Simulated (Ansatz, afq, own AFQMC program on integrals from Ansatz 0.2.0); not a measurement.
AFQMC on a folder of integrals that Ansatz 0.2.0 wrote.

```yaml
crystal:
  periodic: [false, false, false]
  atoms:
    - {symbol: W, position_ang: [0.000000, 0.000000, 0.317922]}
    - {symbol: Si, position_ang: [0.000000, 0.000000, -1.885078]}
    - {symbol: H, position_ang: [0.000000, -1.220253, -2.730079]}
    - {symbol: H, position_ang: [0.000000, 1.220253, -2.730079]}
basis:
  gaussian: {orbitals: def2-SVP}
total_charge: 1
magnetization: {spin_polarized: true, initial_magnetization: 5}
correlation: {method: ccsd_t, electrons: outside_noble_gas, hamiltonian_folder: ham}
```

```sh
$ ansatz run in.yaml --threads 1 --pin off --events-out ev --progress --plain --max-ram 16896MiB --backend cuda --devices 0, --max-vram 18GiB
```

afq runs on the folder ham with

```
--method phaseless --trial cisd --walkers 4000 --populations 20 --least-time 60 --time-step 0.005 --steps-per-block 50 --equilibration-blocks 40 --max-blocks 4000 --target-error 0.0002 --factor-cut 1e-05 --start spin_pure --seed 2801 --release-times 0.24,0.6,1.2,2,3,4.2 --release-step 0.04 --release-every 3 --taylor-order 6
```

Times are imaginary, in 1/Eh. The walk had a cap of 232 s. With eight or more populations the least sampling time is a fifth of least-time, and the error comes from their spread. Core potentials past Kr, no spin–orbit coupling.

afq prints:

```
orbitals 51  electrons 8 3  factors 419 of 587
reference energy -356.06349445 Eh
CCSD correlation -0.18565421 Eh in 12 cycles, weight of the determinant in the CISD state 0.8842
energy of the start -356.248853 Eh
 block  time / (1/Eh)  mean weight  energy / Eh
     1     0.250  0.9998  -356.246692
     2     0.500  1.0000  -356.247632
     3     0.750  1.0000  -356.249076
     4     1.000  0.9998  -356.250504
     5     1.250  1.0001  -356.251516
     8     2.000  0.9999  -356.253900
    11     2.750  1.0001  -356.254489
    17     4.250  1.0001  -356.255610
    23     5.750  0.9999  -356.254700
    29     7.250  1.0001  -356.255391
    35     8.750  1.0001  -356.255918
    41    10.250  0.9999  -356.255417
    47    11.750  0.9999  -356.255533
    53    13.250  0.9999  -356.255407
    59    14.750  1.0001  -356.255243
    65    16.250  1.0003  -356.256263
    71    17.750  0.9999  -356.254887
    73    18.250  1.0001  -356.254329
    77    19.250  1.0002  -356.255529
    83    20.750  0.9999  -356.254944
    89    22.250  1.0000  -356.255277
error from the spread of 20 populations
released: time / (1/Eh)  energy / Eh  error  mean overlap
  0.24  -356.255382  0.000126  0.9989
  0.60  -356.255651  0.000082  0.9943
  1.20  -356.255836  0.000088  0.9918
  2.00  -356.255988  0.000093  0.9921
  3.00  -356.256074  0.000080  0.9824
  4.20  -356.255820  0.000147  0.9920
energy -356.255166 +/- 0.000126 Eh
(rows thinned)
```

The run passed its tests (sampling time, drift between the halves within three errors, error under three times the target), which doesn't prove that it has relaxed. The second half of the sampling lies above the first by 1.7 errors of their difference, so the energy may still be moving and its error bar be too small.

Against this walk (error 3.4 meV) on the same determinant: CCSD(T) 14.2 meV higher, CCSDT(Q) 21.6 meV lower. The error is statistical and leaves out the bias of the constraint. Released to 4.20 1/Eh the energy lies 18 ± 5 meV (both errors) below the phaseless value, which shows part or all of the bias of the constraint, and CCSDT(Q) lies 3.8 meV below the released value. CCSDT(Q) is the surest value here, so the walk's 22 meV above it is most likely the bias of the constraint with this trial, which can have either sign.

Cautions: constraint bias not in the error; no spin-orbit coupling; outer-core shells of the metal frozen; lower spins were not checked; higher spins were not checked.

The walk took 69 s on 1 × NVIDIA H100 80GB HBM3 with 2 threads of AMD EPYC 7R13 Processor (Zen 3) (shared host) (the card was shared). The log's last line is the phaseless energy.

CCSDT and higher add their correlation energy to the determinant of the CCSD(T) run, since their own runs factorise the integrals more tightly (a shift of under 2 meV). A walk keeps the symmetry of its determinant, which the program's search chose and which needn't be the lowest solution, so a lower state of the same spin and another symmetry isn't excluded.
